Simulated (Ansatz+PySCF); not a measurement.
Values are calculated unless marked as measured or tabulated.
## PySCF 2.14.0 run

```python
from pyscf import gto, scf, cc

mol = gto.M(atom="""
Na 0.000000 0.000000 0.000000
H 3.885300 0.000000 0.000000
H -3.615160 0.000000 0.000000
""", basis='sto-3g', charge=-1, spin=2)
mf = scf.UHF(mol)
mf.kernel()
mycc = cc.CCSD(mf, frozen=1).run()
et = mycc.ccsd_t()
print(mf.e_tot, mycc.e_corr, et, mycc.e_tot + et)
```

The script is written out from the run's settings.

Output:

* Converged: yes
* Reference energy: -160.29656 hartree
* CCSD correlation energy: -0.04135 hartree
* Triples correction: -0.00179 hartree
* Total energy: -160.33969 hartree
* Spin squared of the determinant: 2.000

Caution: no diffuse functions for an anion.
